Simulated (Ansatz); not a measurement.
This geometry of C3H7F2N (13 atoms, charge 0, multiplicity 1) is a first-order saddle point.

The calculation used RKS B3LYP/STO-3G in Ansatz 0.2.0.

```xyz
13
Properties=species:S:1:pos:R:3
C -0.917 -1.565 0.131
C 0.326 -0.657 -0.146
C -0.036 0.891 -0.048
N 1.202 1.722 -0.411
F -1.052 1.229 -0.952
F -0.517 1.202 1.244
H -0.740 -2.224 0.994
H -1.146 -2.195 -0.740
H -1.805 -0.951 0.349
H 0.731 -0.833 -1.157
H 1.132 -0.863 0.578
H 0.931 2.722 -0.171
H 1.910 1.488 0.345
```

(1) Which two structures does it join? (They come from a converged band through this point; their orientation in space is the band's.)

(2) How far does it lie above each of them?

Answers

(1) No bond is made or broken. The dihedral H7–C1–C2–C3 goes from 179 to -60°. The two ends are copies of one structure, up to a mirror image or an exchange of like atoms.

First end point:

```xyz
13
Properties=species:S:1:pos:R:3
C -0.882 -1.550 0.292
C 0.364 -0.655 0.052
C -0.053 0.855 -0.234
N 1.205 1.673 -0.556
F -0.905 0.939 -1.344
F -0.757 1.387 0.870
H -0.579 -2.591 0.478
H -1.543 -1.530 -0.589
H -1.453 -1.190 1.162
H 0.941 -1.014 -0.817
H 1.027 -0.673 0.934
H 0.870 2.682 -0.567
H 1.784 1.632 0.333
```

Last end point:

```xyz
13
Properties=species:S:1:pos:R:3
C -0.905 -1.562 0.077
C 0.323 -0.650 -0.194
C -0.043 0.888 -0.002
N 1.182 1.744 -0.349
F -1.081 1.269 -0.863
F -0.491 1.125 1.317
H -1.263 -1.428 1.109
H -0.638 -2.620 -0.067
H -1.727 -1.312 -0.612
H 0.687 -0.781 -1.227
H 1.148 -0.901 0.494
H 0.916 2.727 -0.041
H 1.913 1.468 0.371
```

(2) 0.110 eV above the first and 0.110 eV above the second. This is the barrier of this one path; another mechanism may lie lower. Limits of this set-up: minimal basis.

Time of the run: 73 s on 1 thread of Arm Neoverse V1, on a shared host, peak memory 0.11 GiB.
